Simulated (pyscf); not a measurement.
Single points on ωB97X-D3(BJ)/def2-SVP structures (PySCF, gas phase).

Q: H₂B–CH₂–OH + hydrogen (H₂) → borane (BH₃) + methanol (H₃C–OH)
Surface: singlet. Broken: B–C, H–H. Formed: B–H, C–H. Give ΔE‡ and ΔE from ωB97M-D3(BJ)/def2-TZVP, relative to the separated reactants.

A: ΔE‡ = 65.2 kJ/mol, ΔE = -7.6 kJ/mol. Zero-point energy shifts the barrier by +17.6 kJ/mol. It is a four-centre exchange, with an imaginary mode of 1103i cm⁻¹. The products may also form a dative adduct at BH₃; it and routes through it were not searched. At the saddle there is also a short B–H contact that neither side keeps. H₂B–CH₂–OH is closed by a dative B–O contact. H₂B–CH₂–OH lies 247.7 kJ/mol over its isomer H₃C–BH–OH (electronic energy, ωB97M-D3(BJ)/def2-TZVP). This is the saddle that the search found; another between the same sides may lie lower.
